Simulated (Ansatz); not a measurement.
HSiMg, quartet in 6-31G: errors against full CI

Geometry: a PBE0/def2-TZVP stationary point for this spin, not checked as a minimum.

```yaml
atoms:
  - { symbol: Si, position_ang: [0.0000, 0.0000, 0.3275] }
  - { symbol: Mg, position_ang: [0.0000, 0.0000, -2.1517] }
  - { symbol: H, position_ang: [0.0000, 0.0000, 1.8241] }
```

Basis 6-31G; Ansatz 0.2.0. Only valence electrons are correlated (noble-gas cores frozen), which leaves 7 electrons in 18 orbitals. R marks a restricted (for open shells ROHF) determinant, U an unrestricted one. Active spaces: pair = (5e, 5o) about the gap; valence = (7e, 9o) chosen from the atoms' valence shells. The metal's outer-core shells are frozen, which leaves out core–valence correlation.

Full CI is exact within this basis and frozen core; it isn't the basis-set limit. The frozen core follows each run's orbitals, which can shift R against U totals by a few meV.

For open shells CISD and CISDTQ are restricted-active-space CI with the open shells as a complete middle space.

The UHF ⟨S²⟩ is 3.775. The T1 diagnostic (RCCSD) is 0.0335 and the largest doubles amplitude (RCCSD) is 0.046. The T1 diagnostic (UCCSD) is 0.0262.

```csv
level,E − E(full CI) (kJ/mol),share of correlation (%),wall time
RHF,157.9,0.00,–
UHF,145.1,8.07,–
RMP2,51.8,67.20,–
UMP2,49.6,68.60,–
CISD,8.2,94.82,0.75 s
RCCSD,4.9,96.88,–
UCCSD,4.7,97.04,–
RCCSD(T),1.6,99.01,0.63 s
UCCSD(T),1.6,99.00,0.6 s
BCCD(T),1.8,98.88,0.72 s
RCCSDT,0.1,99.93,–
UCCSDT,0.1,99.96,–
CISDTQ,0.1,99.93,6 s
RCCSDT(Q),0.0,99.99,2.4 s
UCCSDT(Q),-0.1,100.04,2.2 s
RCCSDTQ,0.0,100.00,13 s
UCCSDTQ,-0.1,100.03,13 s
CASSCF (pair space),110.8,29.79,–
NEVPT2 (pair space),42.5,73.07,0.63 s
CASSCF (valence space),45.2,71.36,–
NEVPT2 (valence space),14.3,90.91,2.6 s
MRCISD (valence space),1.8,98.85,–
MRCISD+Q (valence space),1.1,99.32,4.1 s
```

The correlation energy at full CI, counted from RHF, is -1.636 eV. That run took 3.6 s on 1 thread of Arm Neoverse V1, shared host over 331,072 determinants.

Times hold each run's SCF and search for its determinant on a shared host, so for small cases they say little of a method's own cost; they ran on 1 thread of Arm Neoverse V1.

The full-CI state has the irrep A2 of C2v, in the program's axes (one component, if the state is degenerate).

Natural occupations of full CI about the gap: 1.963 1.945 0.992 0.990 0.990 0.044 0.020 0.020 0.015 0.006; effectively unpaired electrons, Σ n²(2−n)², 3.03.
